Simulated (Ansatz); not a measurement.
**AlH3 (singlet): from Hartree-Fock to the top rungs, aug-cc-pVDZ**

How much of the correlation energy of AlH3 (singlet) does each wave-function method recover here?

Program: Ansatz 0.2.0, Gaussian basis. Level of theory: aug-cc-pVDZ, core rule «outside noble gas», up to 5 orbitals frozen. These are calculated values, not measurements.

The runs, in order: UHF; CCSD(T) on RHF; BCCD(T) on RHF; CISD; CCSDT(Q) on RHF.

20 further runs of the same task are left out: 3 for a known fault of the program, 5 that didn't finish, 12 set aside as unsound or not needed.

## (1) What is computed

The geometry is a PBE0/def2-TZVPD stationary point (not a proven minimum) of the parent state, kept for this charge and spin.

4 atoms, charge 0, spin multiplicity 1.

Atoms are counted from 1 here; the program's logs count them from 0.

Bond lengths: Al1–H2 1.640 Å, Al1–H3 1.640 Å, Al1–H4 1.640 Å. Angles: H2–Al1–H3 110.9°, H2–Al1–H4 110.9°, H3–Al1–H4 110.9°.

## (2) UHF

Input file in.yaml:

```yaml
crystal:
  periodic: [false, false, false]
  atoms:
    - {symbol: Al, position_ang: [0.000089, -0.000115, -0.050932]}
    - {symbol: H, position_ang: [1.559162, 0.012743, 0.457166]}
    - {symbol: H, position_ang: [-0.790913, 1.346129, 0.450047]}
    - {symbol: H, position_ang: [-0.770631, -1.355790, 0.456190]}
basis:
  gaussian: {orbitals: aug-cc-pVDZ}
magnetization: {spin_polarized: true, initial_magnetization: 0}
hamiltonian: {xc: hf}
output: {orbitals: {seedname: orbitals}}
```

On the command line:

```
$ ansatz run in.yaml --threads 1 --pin off --events-out ev --progress --plain --max-ram 2393MiB
```

Further steps of the session: CCSD(T) on RHF; BCCD(T) on RHF; CISD; CCSDT(Q) on RHF.

Before running them: what should the planned runs give, taken together? Wanted: RCCSDT(Q) below the RHF energy; RMP2 from RCCSDT(Q); RCCSD from RCCSDT(Q); RCCSD(T) from RCCSDT(Q); T1 diagnostic.

The runs gave:

| quantity | value |
| --- | --- |
| RCCSDT(Q) below the RHF energy | -3.0340 eV |
| RMP2 from RCCSDT(Q) | +777.9 meV |
| RCCSD from RCCSDT(Q) | +56.8 meV |
| RCCSD(T) from RCCSDT(Q) | +14.8 meV |
| levels within 1 kcal/mol (43 meV) | RCCSD(T), BCCD(T), RCCSDT |
| T1 diagnostic | 0.011 |

What this shows: RCCSD(T) lands +14.8 meV from the yardstick (0.5 % of the correlation energy). These misses are within one basis, not against nature.
